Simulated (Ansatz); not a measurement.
# Al₂H₂ (triplet): wave-function methods side by side at distance Al1–Al2 = 3.145 Å, 6-31G

Aim: climb from Hartree-Fock through coupled cluster and multireference methods for Al₂H₂ (triplet) at one geometry and basis, and see what each rung misses.

Program: Ansatz 0.2.0, Gaussian basis. Level of theory: 6-31G, core rule «outside noble gas», up to 10 orbitals frozen. These are calculated values, not measurements.

The runs, in order: UHF; CCSD(T) on ROHF; CCSD(T) on UHF; BCCD(T) on ROHF; CISD; CCSDT(Q) on ROHF; CCSDT(Q) on UHF; CISDTQ; CASSCF and MRCISD+Q, 4 electrons in 4 orbitals; CASSCF and NEVPT2, 4 electrons in 4 orbitals; CASSCF and MRCISD+Q, 8 electrons in 10 orbitals; CASSCF and NEVPT2, 8 electrons in 10 orbitals; Full CI.

20 further runs of the same task are left out: 16 that didn't finish, 4 set aside as unsound or not needed.

### Step 1. The system

The geometry derives from a PBE0/def2-TZVP stationary point (not a proven minimum). One bond is set to the value named and the two fragments are kept rigid.

4 atoms, charge 0, spin multiplicity 3.

Atoms are counted from 1 here; the program's logs count them from 0.

Bond lengths: Al1–H3 1.575 Å, Al2–H4 1.575 Å.

Coordinates:

| atom | x (Å) | y (Å) | z (Å) |
| --- | --- | --- | --- |
| Al1 | 0.0000 | 0.0000 | 1.5725 |
| Al2 | 0.0000 | 0.0000 | -1.5725 |
| H3 | 0.0000 | 0.0000 | 3.1470 |
| H4 | 0.0000 | 0.0000 | -3.1470 |

### Step 2. UHF

Input file in.yaml:

```yaml
crystal:
  periodic: [false, false, false]
  atoms:
    - {symbol: Al, position_ang: [0.000000, 0.000000, 1.572500]}
    - {symbol: Al, position_ang: [0.000000, 0.000000, -1.572500]}
    - {symbol: H, position_ang: [0.000000, 0.000000, 3.147043]}
    - {symbol: H, position_ang: [0.000000, 0.000000, -3.147043]}
basis:
  gaussian: {orbitals: 6-31G}
magnetization: {spin_polarized: true, initial_magnetization: 2}
hamiltonian: {xc: hf}
output: {orbitals: {seedname: orbitals}}
```

On the command line:

```
$ ansatz run in.yaml --threads 1 --pin off --events-out ev --progress --plain --max-ram 2393MiB
```

Further steps of the session: CCSD(T) on ROHF; CCSD(T) on UHF; BCCD(T) on ROHF; CISD; CCSDT(Q) on ROHF; CCSDT(Q) on UHF; CISDTQ; CASSCF and MRCISD+Q, 4 electrons in 4 orbitals; CASSCF and NEVPT2, 4 electrons in 4 orbitals; CASSCF and MRCISD+Q, 8 electrons in 10 orbitals; CASSCF and NEVPT2, 8 electrons in 10 orbitals; Full CI.

Before running them: what should the planned runs give, taken together? Wanted: FCI from the RHF energy; RMP2 from FCI; UMP2 from FCI; RCCSD from FCI; RCCSD(T) from FCI; UCCSD(T) from FCI; RCCSDT(Q) from FCI; UCCSDT(Q) from FCI; NEVPT2 pair from FCI.

The runs gave:

| quantity | value |
| --- | --- |
| FCI from the ROHF energy | -2.4997 eV |
| RMP2 from FCI | +90.5 kJ/mol |
| UMP2 from FCI | +91.5 kJ/mol |
| RCCSD from FCI | +11.8 kJ/mol |
| RCCSD(T) from FCI | +4.2 kJ/mol |
| UCCSD(T) from FCI | +4.3 kJ/mol |
| RCCSDT(Q) from FCI | +0.1 kJ/mol |
| UCCSDT(Q) from FCI | +0.1 kJ/mol |
| NEVPT2 pair from FCI | +71.8 kJ/mol |
| MRCISD+Q pair from FCI | +1.5 kJ/mol |
| NEVPT2 valence from FCI | +19.7 kJ/mol |
| levels within 1 kcal/mol (43 meV) | RCCSD(T), RCCSDT, UCCSDT, CISDTQ, RCCSDT(Q), UCCSDT(Q), MRCISD+Q pair, MRCISD valence, MRCISD+Q valence |
| T1 diagnostic | 0.024 |
| effectively unpaired electrons | 2.10 |

RCCSD(T) lands +4.2 kJ/mol from the yardstick (1.7 % of the correlation energy). One determinant dominates. Of the multireference levels listed MRCISD+Q valence comes nearest in total energy (+1.1 kJ/mol), which doesn't show that its space is the better one. Coupled cluster took another determinant than the lowest Hartree-Fock one. These misses are within one basis, not against nature; the frozen cores of restricted and unrestricted runs differ, which can shift their rows.

Levels on UHF freeze UHF's core orbitals, full CI those of ROHF, so the U rows can settle a little off it for that reason alone.

With open shells the CI space here admits some triples and quadruples, so it is larger than plain CISD.

The ROHF row is the lowest solution found; coupled cluster stands on another one, 0.07 eV higher.
